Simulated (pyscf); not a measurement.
Single points on ωB97X-D3(BJ)/def2-SVP structures (PySCF, gas phase). Correlated levels are frozen-core, on RHF or UHF. ΔMP2 is the change of the MP2 total energy from the triple- to the quadruple-zeta basis.

Problem. PBE/def2-TZVP puts the barrier of PH₃ + InH [singlet] → H₂P–InH₂ (insertion; singlet surface; H–P broken, In–P, H–In formed) at 27.8 kcal/mol and the reaction energy at -10.3 kcal/mol, from the separated reactants. What do r²SCAN/def2-TZVP, PBE0-D3(BJ)/def2-TZVP, CCSD(T)/def2-TZVPP + ΔMP2(QZVPP) give on the same structures?

Solution. r²SCAN: ΔE‡ = 28.7 kcal/mol, ΔE = -14.1 kcal/mol; PBE0-D3(BJ): ΔE‡ = 31.9 kcal/mol, ΔE = -13.5 kcal/mol; CCSD(T): ΔE‡ = 35.0 kcal/mol, ΔE = -11.3 kcal/mol. PBE's barrier lies under all of them, by 0.8 to 7.1 kcal/mol. Its reaction energy lies over all of them, by 1.1 to 3.8 kcal/mol. On the reactant side the descent ends in an adduct with a In–P contact, 9.2 kcal/mol under the separated species and 45.8 kcal/mol under the saddle at ωB97X-D3(BJ)/def2-TZVP. What is counted as formed (In–P) is already present as a longer contact in the reactant adduct; forming that adduct is a step of its own. One saddle was located; it need not be the lowest between these sides. The CCSD(T) − MP2 part came from Ansatz, without density fitting, on the same reference. The frozen core leaves the outer d or s,p core shells of the metals and heavy elements correlated in the MP2 and CC values, and def2-TZVPP describes them poorly, which can shift differences by a few kcal/mol. Elements past Kr carry the def2 core potentials, without spin-orbit coupling.
